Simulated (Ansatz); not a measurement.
**SO (triplet): from Hartree-Fock to the top rungs, cc-pV(T+d)Z**

An exercise on one series of results from a longer session: the logs are not shown, and one member is left open.

Method: cc-pV(T+d)Z, core rule «outside noble gas», up to 6 orbitals frozen; program: Ansatz 0.2.0, Gaussian basis.

To be run: UHF; CCSD(T) on ROHF; CCSD(T) on UHF; BCCD(T) on ROHF; CISD; CCSDT(Q) on ROHF; CCSDT(Q) on UHF; CASSCF and MRCISD+Q, 12 electrons in 8 orbitals; CASSCF and NEVPT2, 12 electrons in 8 orbitals.

9 further runs of the same task are left out: 9 set aside as unsound or not needed.

**The system**

The geometry is an MP2(full)/6-31G* stationary point (not a proven minimum).

2 atoms, charge 0, spin multiplicity 3.

Atoms are counted from 1 here; the program's logs count them from 0.

Bond lengths: O1–S2 1.524 Å.

Set-up of the first run:

Input file in.yaml:

```yaml
crystal:
  periodic: [false, false, false]
  atoms:
    - {symbol: O, position_ang: [0.000000, 0.000000, 0.000000]}
    - {symbol: S, position_ang: [0.000000, 0.000000, 1.523988]}
basis:
  gaussian: {orbitals: "cc-pV(T+d)Z.json"}
magnetization: {spin_polarized: true, initial_magnetization: 2}
hamiltonian: {xc: hf}
output: {orbitals: {seedname: orbitals}}
```

On the command line:

```bash
$ ansatz run in.yaml --threads 1 --pin off --events-out ev --progress --plain --max-ram 4160MiB --backend cpu
```

Among the steps run: UHF; CCSD(T) on ROHF; CCSD(T) on UHF; BCCD(T) on ROHF; CISD; CCSDT(Q) on ROHF; CCSDT(Q) on UHF; CASSCF and MRCISD+Q, 12 electrons in 8 orbitals; CASSCF and NEVPT2, 12 electrons in 8 orbitals.

One of the session's tables, all rows but one given; the rest of the session is left out.

```
          method  from RCCSDT(Q) (meV)
            ROHF              +11745.2
             UHF              +11257.1
            RMP2                +604.6
            UMP2                +925.7
            CISD               +1505.3
           RCCSD                +617.1
           UCCSD                     ?
        RCCSD(T)                 +49.4
        UCCSD(T)                 +60.0
         BCCD(T)                 +55.3
          RCCSDT                 +47.0
          UCCSDT                 +43.0
       RCCSDT(Q)                     0
       UCCSDT(Q)                  -6.0
  CASSCF valence               +9862.6
  NEVPT2 valence               +1772.9
  MRCISD valence               +1083.9
MRCISD+Q valence                +230.8
```

**Question.** Estimate the row for UCCSD.

The run gave: from RCCSDT(Q) (meV): +585.1. In the column «from RCCSDT(Q) (meV)» it lies between MRCISD+Q valence (+230.8) and RMP2 (+604.6).

Limits of these values: Restricted and unrestricted rows rest on different reference determinants; where their highest levels disagree by more than a few hundredths of an eV, they describe different states and don't form one ladder.
